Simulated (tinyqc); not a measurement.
Worked calculation: extended Hueckel theory, for N2-. The parameters take no account of the charge, which enters only through the electron count, and nothing here shows that the anion is bound. Computed by tinyqc, a small Python program that keeps every step (integrals from PySCF). Settings: charge = -1, K = 1.75, multiplicity = 2. Command: `OMP_NUM_THREADS=1 python tinyqc.py 23866 23867 out.jsonl` (the two numbers bound the seeds that draw the settings). One thread of a shared host (Intel(R) Xeon(R) Processor @ 2.60GHz), about 0.01 s of CPU time with the checks.

## Overlaps

Geometry (angstrom):
```
atom         x         y         z
N     0.000000  0.000000  0.000000
N     0.000000  0.000000  1.001000
```

Parameters chosen for this run:
```
element  shell  Slater exponent   H_ii (eV)
N           2s         1.950000  -26.000000
N           2p         1.950000  -13.400000
```

Slater orbitals, each expanded in six Gaussians scaled to its exponent.

overlap S, lower triangle:
```
            1N 2s    1N 2px    1N 2py     1N 2pz     2N 2s    2N 2px    2N 2py    2N 2pz
1N 2s    1.000000
1N 2px   0.000000  1.000000
1N 2py   0.000000  0.000000  1.000000
1N 2pz   0.000000  0.000000  0.000000   1.000000
2N 2s    0.510771  0.000000  0.000000   0.472090  1.000000
2N 2px   0.000000  0.337001  0.000000   0.000000  0.000000  1.000000
2N 2py   0.000000  0.000000  0.337001   0.000000  0.000000  0.000000  1.000000
2N 2pz  -0.472090  0.000000  0.000000  -0.290671  0.000000  0.000000  0.000000  1.000000
```

## Wolfsberg-Helmholz matrix

diagonal H_ii (eV): 1N 2s -26.000000, 1N 2px -13.400000, 1N 2py -13.400000, 1N 2pz -13.400000, 2N 2s -26.000000, 2N 2px -13.400000, 2N 2py -13.400000, 2N 2pz -13.400000

K = 1.750000

H_ij = K' S_ij (H_ii + H_jj)/2 for i != j (the diagonal keeps H_ii), with K' = 1.75.

H (eV), lower triangle:
```
             1N 2s      1N 2px      1N 2py      1N 2pz       2N 2s      2N 2px      2N 2py      2N 2pz
1N 2s   -26.000000
1N 2px    0.000000  -13.400000
1N 2py    0.000000    0.000000  -13.400000
1N 2pz    0.000000    0.000000    0.000000  -13.400000
2N 2s   -23.240103    0.000000    0.000000  -16.275294  -26.000000
2N 2px    0.000000   -7.902674    0.000000    0.000000    0.000000  -13.400000
2N 2py    0.000000    0.000000   -7.902674    0.000000    0.000000    0.000000  -13.400000
2N 2pz   16.275294    0.000000    0.000000    6.816233    0.000000    0.000000    0.000000  -13.400000
```

## Orbitals

valence electrons = 11

Solve H C = S C e through S^(-1/2); fill by pairs from the bottom, a degenerate level sharing its electrons equally; each orbital has its largest coefficient positive (the first on a tie).

orbital energies (eV): -32.615988  -19.555567  -15.933177  -15.933177  -12.969566  -8.291606  -8.291606  101.615349

occupations: 2.000000  2.000000  2.000000  2.000000  2.000000  0.500000  0.500000  0.000000

coefficients:
```
              MO1        MO2        MO3       MO4        MO5        MO6        MO7        MO8
1N 2s    0.567830   0.492147   0.000000  0.000000  -0.226350   0.000000   0.000000   1.616914
1N 2px   0.000000   0.000000  -0.080552  0.606203   0.000000   0.031405   0.867849   0.000000
1N 2py   0.000000   0.000000   0.606203  0.080552   0.000000   0.867849  -0.031405   0.000000
1N 2pz   0.022776  -0.475651   0.000000  0.000000   0.660960   0.000000   0.000000   1.320600
2N 2s    0.567830  -0.492147   0.000000  0.000000  -0.226350   0.000000   0.000000  -1.616914
2N 2px   0.000000   0.000000  -0.080552  0.606203   0.000000  -0.031405  -0.867849   0.000000
2N 2py   0.000000   0.000000   0.606203  0.080552   0.000000  -0.867849   0.031405   0.000000
2N 2pz  -0.022776  -0.475651   0.000000  0.000000  -0.660960   0.000000   0.000000   1.320600
```

sum of one-electron energies = -202.306554 eV

Within a degenerate level the vectors are fixed only up to a rotation; this is one choice.

## Mulliken analysis

P = C n C^T; charge = valence electrons (N 5) minus the sum of (P S)_ii on the atom; overlap population = 2 sum P_ij S_ij between two atoms.

charges: 1N -0.500000, 2N -0.500000

Overlap populations:
```
pair     value
2-1   1.381909
```
